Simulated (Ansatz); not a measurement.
Silane. The species carries charge 0 and has multiplicity 1.

| atom | x (Å) | y (Å) | z (Å) |
| --- | --- | --- | --- |
| Si1 | 0.0000 | 0.0000 | 0.0000 |
| H2 | 1.4391 | 0.0573 | -0.3600 |
| H3 | -0.6565 | 1.2758 | -0.3812 |
| H4 | -0.1360 | -0.2086 | 1.4637 |
| H5 | -0.6465 | -1.1244 | -0.7225 |

Question: What are the harmonic wavenumbers in cm⁻¹ at PBE0-D4/def2-TZVP (Ansatz, finite differences of forces, unscaled)? (An estimate is asked.)

Answer: The calculation gave: 907, 907, 907, 968, 969, 2236, 2245, 2246, 2246.

Question: Is this a minimum?

Answer: Yes, all 9 modes are real.

Question: Give the ideal-gas thermochemistry at 298.15 K and 1 bar (rigid rotor, harmonic oscillator; point group Td, symmetry number 12).

Answer: Zero-point energy 81.5 kJ/mol; H(298) − E = 92.1 kJ/mol; entropy 204.8 J/(mol·K), of which translation 152.1, rotation 50.1, vibration 2.6; G(298) − E = 31.0 kJ/mol.
